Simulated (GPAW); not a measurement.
# CHFO (formyl fluoride), run twice

Aim: the charge distribution of CHFO (formyl fluoride) at LDA (PW92)/real-space grid (scalar-relativistic datasets).

The calculation is run with GPAW 26.7.0.

3 further runs of the same task are left out: 3 set aside as unsound or not needed.

### Step 1. The structure to begin with

CHFO has 4 atoms, charge 0, and is taken as a singlet. SMILES: `O=CF`. The coordinates come from a GFN2-xTB relaxation.

Bond lengths: O1–C2 1.171 Å, C2–F3 1.341 Å, C2–H4 1.098 Å. Angles: O1–C2–F3 122.3°, O1–C2–H4 129.0°, F3–C2–H4 108.7°.

### Step 2. Try one

Contents of sp.py:

```python
import numpy as np
from ase import Atoms
from ase.units import Debye
from gpaw import GPAW

# Set up the molecule
mol = Atoms('OCFH',
    positions=[[ -0.889680,   0.196020,   0.829980],
               [ -0.049740,   0.073340,   0.022930],
               [  0.584370,  -1.090860,  -0.181350],
               [  0.355050,   0.821510,  -0.671560]])
mol.center(vacuum=4.5)
mol.set_initial_magnetic_moments([1 / len(mol)] * len(mol))

# GPAW settings
calculator = GPAW(mode='fd',
                  h=0.2,
                  xc='LDA',
                  occupations={'name': 'fermi-dirac', 'width': 0.0, 'fixmagmom': True},
                  maxiter=99,
                  txt='-')
mol.calc = calculator

energy = mol.get_potential_energy()
print(f'Energy                  {energy:.5f} eV')
forces = mol.get_forces()
print('Forces (eV/Ang)')
for symbol, f in zip(mol.symbols, forces):
    print(f'{symbol:2} {f[0]:9.4f} {f[1]:9.4f} {f[2]:9.4f}')
dipole = mol.get_dipole_moment() / Debye
print(f'Dipole: {np.linalg.norm(dipole):.3f} D')
```

Started as:

```console
$ OMP_NUM_THREADS=1 python sp.py
```

Log:

```text
[...]
Number of symmetries: 1
[...]
  Number of IBZ points: 1
[...]
Spin-components: 2 (collinear spins)
Bands:           13
[...]
  Valence electrons: 18.0
[...]
  Grid points: [52 56 52]
  Charge: 0.0  # |e|
[...]
    cutoffs:
[...]
occupation numbers:
  Fixed magnetic moment: 1.000
[...]
xc functional:
  name: None
[...]
|iter     |     time |      energy | eigst |  dens |  magmom |
[...]
|iter:   1| 00:00:03 |  -24.048623 | +1.20 |       |  +0.9984|
[...]
|iter:  16| 00:00:29 |  -22.914505c| -7.70c| -5.77c|  +1.0000|
Converged in 16 steps
[...]
Energy contributions relative to reference atoms: (reference = -5757.798357)
Energy contributions:
  Kinetic:          34.646841
  Coulomb:         -35.115026
  Zero:              1.148044
  External:          0.000000
  Xc:              -23.594364
  Entropy:           0.000000
  Spinorbit:         0.000000
  ----------------------------
  Free energy:     -22.914505
  Extrapolated:    -22.914505
dipole moment: (0.138227, 0.196291, -0.214808)  # |e|*Ang
Total magnetic moment: (0.000000, 0.000000, 1.000000)
Local magnetic moments
|        x |        y |        z |
|----------|----------|----------|
| 0.000000 | 0.000000 | 0.308101 |  # O    0
| 0.000000 | 0.000000 | 0.118279 |  # C    1
| 0.000000 | 0.000000 | 0.068199 |  # F    2
| 0.000000 | 0.000000 | 0.022441 |  # H    3
Fermi levels: -2.702, -8.303
Eigenvalues  # (at kpt = [0.000, 0.000, 0.000])
| band index |      eig [eV] | occ [0-1] |      eig [eV] | occ [0-1] |
|------------|---------------|-----------|---------------|-----------|
|          0 |       -31.705 |     1.000 |       -31.499 |     1.000 |
|          1 |       -28.247 |     1.000 |       -27.640 |     1.000 |
|          2 |       -16.607 |     1.000 |       -16.217 |     1.000 |
|          3 |       -14.541 |     1.000 |       -14.155 |     1.000 |
|          4 |       -13.028 |     1.000 |       -12.561 |     1.000 |
|          5 |       -12.902 |     1.000 |       -12.486 |     1.000 |
|          6 |       -10.344 |     1.000 |       -10.148 |     1.000 |
|          7 |       -10.315 |     1.000 |        -9.844 |     1.000 |
|          8 |        -9.207 |     1.000 |        -8.303 |     0.500 |
|          9 |        -2.702 |     0.500 |        -1.951 |     0.000 |
|         10 |        -0.091 |     0.000 |         0.019 |     0.000 |
|         11 |         0.317 |     0.000 |         0.461 |     0.000 |
[...]
Gap: 5.601 eV
Transition (v -> c):
[...]
Forces (eV/Ang)
O    -3.8939    0.6332    3.7171
C     3.9692   -0.5438   -3.8311
F    -0.2396   -0.3175   -0.2238
H    -0.1453    0.4382   -0.0153
Dipole: 1.547 D
```

It took 30 s on 1 thread of AMD EPYC 7R13 (Zen 3), shared host; peak memory 0.5 GiB.

### Step 3. Diagnosis

The program ended normally, but the settings are unsound, so its numbers aren't properties of the molecule.

The fault: the spin state typed doesn't suit the molecule. Among its listed settings the sound run differs in this, and the input shows the rest: reference RKS in place of UKS; multiplicity 1 in place of 2.

### Step 4. Try two

Contents of run_sp.py:

```python
import numpy as np
from ase import Atoms
from ase.units import Debye
from gpaw import GPAW

# Set up the molecule
system = Atoms(['O', 'C', 'F', 'H'],
    positions=[[ -0.889680,   0.196020,   0.829980],
               [ -0.049740,   0.073340,   0.022930],
               [  0.584370,  -1.090860,  -0.181350],
               [  0.355050,   0.821510,  -0.671560]])
system.center(vacuum=4.5)

# DFT calculator
calculator = GPAW(mode='fd', maxiter=100, h=0.2, xc='LDA', txt='-')
system.calc = calculator

energy = system.get_potential_energy()
print(f'Energy = {energy:.5f} eV')
forces = system.get_forces()
print('Forces (eV/Ang)')
for symbol, f in zip(system.symbols, forces):
    print(f'{symbol:2} {f[0]:9.4f} {f[1]:9.4f} {f[2]:9.4f}')
dipole = system.get_dipole_moment() / Debye
print(f'Dipole: {np.linalg.norm(dipole):.3f} D')
homo, lumo = calculator.get_homo_lumo()
print(f'HOMO = {homo:.3f} eV')
print(f'LUMO = {lumo:.3f} eV')
print(f'Gap: {lumo - homo:.3f} eV')
```

Started as:

```console
$ python run_sp.py
```

Log:

```text
[...]
Number of symmetries: 1
[...]
  Number of IBZ points: 1
[...]
Spin-components: 1 (collinear spins)
Bands:           13
[...]
  Valence electrons: 18.0
[...]
  Grid points: [52 56 52]
  Charge: 0.0  # |e|
[...]
    cutoffs:
[...]
occupation numbers:
  # Zero width
[...]
xc functional:
  name: None
[...]
|iter     |     time |      energy | eigst |  dens |
[...]
|iter:   1| 00:00:03 |  -27.441681 | +1.20 |       |
[...]
|iter:  13| 00:00:13 |  -25.706604c| -7.61c| -5.73c|
Converged in 13 steps
[...]
Energy contributions relative to reference atoms: (reference = -5757.798357)
Energy contributions:
  Kinetic:          31.320669
  Coulomb:         -34.360321
  Zero:              1.136129
  External:          0.000000
  Xc:              -23.803081
  Entropy:           0.000000
  Spinorbit:         0.000000
  ----------------------------
  Free energy:     -25.706604
  Extrapolated:    -25.706604
dipole moment: (0.214719, 0.211821, -0.298173)  # |e|*Ang
Fermi level: -5.304
Eigenvalues  # (at kpt = [0.000, 0.000, 0.000])
| band index |      eig [eV] | occ [0-2] |
|------------|---------------|-----------|
|          0 |       -31.662 |     2.000 |
|          1 |       -27.482 |     2.000 |
|          2 |       -16.578 |     2.000 |
|          3 |       -14.319 |     2.000 |
|          4 |       -12.816 |     2.000 |
|          5 |       -12.411 |     2.000 |
|          6 |       -10.206 |     2.000 |
|          7 |        -9.988 |     2.000 |
|          8 |        -8.092 |     2.000 |
|          9 |        -2.516 |     0.000 |
|         10 |        -0.023 |     0.000 |
|         11 |         0.369 |     0.000 |
[...]
Gap: 5.576 eV
Transition (v -> c):
[...]
Forces (eV/Ang)
O    -0.5213    0.1798    0.4605
C     0.3430   -0.2956   -0.2363
F    -0.2086    0.0757   -0.3906
H     0.0823    0.2563   -0.1783
Dipole: 2.037 D
HOMO = -8.092 eV
LUMO = -2.516 eV
Gap: 5.576 eV
```

Run time: 15 s. Hardware: 1 thread of AMD EPYC 7R13 (Zen 3), shared host; peak memory 0.38 GiB.

### Step 5. Summary of results

Level: LDA (PW92)/real-space grid (scalar-relativistic datasets).

| quantity | value |
| --- | --- |
| energy as printed (from the program's reference atoms) | -25.7066 eV |
| dipole moment | 2.04 D |
| HOMO energy | -8.09 eV |
| LUMO energy | -2.52 eV |
| HOMO–LUMO gap | 5.58 eV |
